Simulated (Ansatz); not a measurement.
A calculation with Ansatz (development build ahead of 0.2.0).

```yaml
crystal:
  periodic: [false, false, false]
  atoms:
    - { symbol: "N", position_ang: [-0.01151, 0.01674, 0.02693] }
    - { symbol: O, position_ang: [-0.53328, 0.96368, 0.05101] }
    - { symbol: O, position_ang: [3.25252, -0.00823, 0.33475] }
    - { symbol: H, position_ang: [3.72187, 0.82745, 0.3963] }
    - { symbol: H, position_ang: [3.9127, -0.67036, 0.25554] }
basis:
  gaussian: { orbitals: def2-SVP }
magnetization:
  spin_polarized: true
  initial_magnetization: 1
hamiltonian:
  xc: hf
output:
  forces: true
```

The input is written out in the form of the current development build from the run's settings.

Output:

```
Converged                       : yes
Total energy                    : -205.10153 hartree
Spin squared of the determinant : 0.760
Stability test                  : minimum
```

Forces (eV/Å):
```
atom      Fx      Fy      Fz
  N1   2.884  -5.379  -0.146
  O2  -2.870   5.346   0.144
  O3   0.022   1.116   0.099
  H4  -0.364  -0.846  -0.064
  H5   0.328  -0.238  -0.034
```
